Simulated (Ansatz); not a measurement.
# C3H3Cl, SMILES ClC1C=C1: a polarisability from point charges

Program: the Ansatz DFT code, driven from Python.

Run as a notebook:

In [1]:
```python
import warnings

import ansatz as az
import numpy as np
```

In [2]:
```python
BASIS_SET = 'def2-SVPD'
FUNCTIONAL = 'B3LYP'
```

In [3]:
```python
warnings.simplefilter('ignore', az.DeckWarning)
```

In [4]:
```python
geometry = (
    az.Crystal.molecule()
    .atom('Cl', (-1.9525, -0.505, -0.4717))
    .atom('C', (-0.3709, 0.0933, -0.5575))
    .atom('C', (0.216, 0.5523, 0.6326))
    .atom('C', (0.6973, -0.5985, 0.1849))
    .atom('H', (-0.0902, 0.548, -1.5121))
    .atom('H', (0.3173, 1.3218, 1.3868))
    .atom('H', (1.2442, -1.4799, 0.2913))
)

calculation = (
    geometry.calculation()
    .basis(gaussian=BASIS_SET)
    .functional(FUNCTIONAL)
    .forces()
)
# charges +q and -q at -R and +R make a nearly even field 2 k q / R^2 at the centre
centre = np.mean([site.position_ang for site in geometry.cartesian_sites], axis=0)
field = 2 * 14.399645 * 3.0 / 30.0 ** 2
```

In [5]:
```python
def dipole(axis, sign):
    arm = 30.0 * np.eye(3)[axis]
    pair = [{'charge': sign * 3.0, 'position_ang': (centre - arm).tolist()}, {'charge': -sign * 3.0, 'position_ang': (centre + arm).tolist()}]
    deck = calculation.input().set(az.key.basis.gaussian.point_charges, pair)
    return np.array(az.Session.from_dict(deck).plan().execute().report['charge_distribution']['dipole_moment_e_ang'])
```

In [6]:
```python
print(f'field {field:.4f} V/A')
alpha = np.array([(dipole(axis, 1) - dipole(axis, -1)) / (2 * field) * 14.399645 for axis in range(3)])
print('polarisability tensor (A^3)')
print(np.array2string(alpha, precision=3, suppress_small=True))
print(f'mean {np.trace(alpha) / 3:.3f} A^3 = {np.trace(alpha) / 3 / 0.14818471:.2f} bohr^3')
```
```text
field 0.0960 V/A
polarisability tensor (A^3)
[[7.912 0.045 0.723]
 [0.039 6.445 0.404]
 [0.716 0.403 6.251]]
mean 6.869 A^3 = 46.36 bohr^3
```

Notes:
- These settings explore the input space; basis and method may be short of convergence.
- The geometry is a force-field or estimated start, not a minimum of this method, and the basis set is short of its limit. The field of two point charges is only nearly even.
- b3lyp holds the VWN-RPA fit, as in Gaussian; the form of ORCA and Turbomole is b3lyp5.
- Wall time of the script: 20 s on 1 thread of Arm Neoverse V2 (shared host), peak memory 0.27 GiB.
